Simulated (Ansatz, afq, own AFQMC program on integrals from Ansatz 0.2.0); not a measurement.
AFQMC on a folder of integrals that Ansatz 0.2.0 wrote.

```yaml
crystal:
  periodic: [false, false, false]
  atoms:
    - {symbol: Si, position_ang: [0.000000, 0.000000, 0.000000]}
    - {symbol: O, position_ang: [0.000000, 0.000000, 1.508831]}
basis:
  gaussian: {orbitals: cc-pVQZ}
magnetization: {spin_polarized: false}
correlation: {method: ccsd_t, electrons: outside_noble_gas, hamiltonian_folder: ham}
```

```sh
$ ansatz run in.yaml --threads 1 --pin off --events-out ev --progress --plain --max-ram 15360MiB --backend cuda --devices 0, --max-vram 18GiB
```

afq runs on the folder ham with

```
--method phaseless --trial cisd --walkers 800 --populations 20 --least-time 60 --time-step 0.005 --steps-per-block 50 --equilibration-blocks 28 --max-blocks 4000 --target-error 0.00019 --factor-cut 1e-05 --seed 5619 --release-times 0.24,0.5,1,1.5 --release-step 0.02 --release-every 3 --taylor-order 6
```

Times are imaginary, in 1/Eh. The walk had a cap of 224 s. With eight or more populations the least sampling time is a fifth of least-time, and the error comes from their spread.

Log:

```
orbitals 108  electrons 5 5  factors 698 of 698
reference energy -363.85061816 Eh
CCSD correlation -0.35892956 Eh in 12 cycles, weight of the determinant in the CISD state 0.8710
energy of the start -364.209548 Eh
 block  time / (1/Eh)  mean weight  energy / Eh
     1     0.250  0.9994  -364.209375
     2     0.500  1.0005  -364.214940
     3     0.750  0.9994  -364.219356
     4     1.000  0.9990  -364.221581
     5     1.250  1.0005  -364.222834
     8     2.000  1.0005  -364.226420
    14     3.500  0.9991  -364.229192
    53    13.250  1.0001  -364.228799
    92    23.000  0.9992  -364.232518
   131    32.750  1.0007  -364.226154
   170    42.500  1.0000  -364.229347
   209    52.250  0.9996  -364.226105
   248    62.000  1.0003  -364.227604
   287    71.750  1.0012  -364.231801
   326    81.500  0.9997  -364.230730
   339    84.750  1.0003  -364.225679
   365    91.250  1.0012  -364.228715
   404   101.000  0.9993  -364.228860
   443   110.750  1.0002  -364.230544
   456   114.000  0.9988  -364.237046
   482   120.500  1.0013  -364.229836
   508   127.000  0.9995  -364.232746
error from the spread of 20 populations
released: time / (1/Eh)  energy / Eh  error  mean overlap
  0.24  -364.229902  0.000231  0.9976
  0.50  -364.230278  0.000215  0.9935
  1.00  -364.230533  0.000212  0.9876
  1.50  -364.230695  0.000217  0.9779
energy -364.229726 +/- 0.000280 Eh
(rows thinned)
```

The run passed its tests (sampling time, drift between the halves within three errors, error under three times the target), which doesn't prove that it has relaxed, ending at its cap on processor time.

Against this walk (error 7.6 meV) on the same determinant: CCSD(T) 20.3 meV higher, CCSDT(Q) 28.3 meV lower. The error is statistical and leaves out the bias of the constraint. None of these is a sure reference here. The released energies are still falling (meV from the phaseless value at times in 1/Eh: -5 ± 6 at 0.24, -15 ± 6 at 0.50, -22 ± 6 at 1.00, -26 ± 6 at 1.50), so they give no level.

Cautions: constraint bias not in the error; error above the target (7.6 against 5.2 meV); raised T1 diagnostic (T1 0.025, weight of the determinant 0.87, largest double 0.06); the bias of populations of 40 walkers isn't removed.

The walk took 3.7 min on 2 threads of a server CPU with a shared H100 80 GB, shared host (the card was shared). The log's last line is the phaseless energy.

CCSDT and higher add their correlation energy to the determinant of the CCSD(T) run, since their own runs factorise the integrals more tightly (a shift of under 2 meV). A walk keeps the symmetry of its determinant, which the program's search chose and which needn't be the lowest solution, so a lower state of the same spin and another symmetry isn't excluded.
